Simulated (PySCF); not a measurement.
**How methods differ on the ionisation energy of S**

S [Ne] 3s2 3p4 (3P) → S⁺ [Ne] 3s2 3p3 (4S), as a difference of total energies. Calculation: PySCF 2.14, in aug-cc-pV(D+d)Z (5s4p3d, 32 functions); no relativity, point nucleus. Correlated levels: valence: [Ne] frozen. The calculations carry no spin-orbit coupling.

```csv
method,ionisation energy (eV)
UHF,9.230
LDA,10.556
MP2 (valence),9.776
CCSD (valence),9.806
CCSD(T) (valence),9.830
```

**Question.** Estimate what r2SCAN gives.

**Answer.** 10.366 eV, closest to LDA among the rows shown.

**Question.** Estimate what SCS-MP2 (valence) gives.

**Answer.** 9.805 eV, closest to CCSD (valence) among the rows shown.

Errors of the correlated levels include the incompleteness of this basis and the frozen core.

For comparison: 10.336 eV (measured; NIST levels, between the centres of gravity of the two terms).
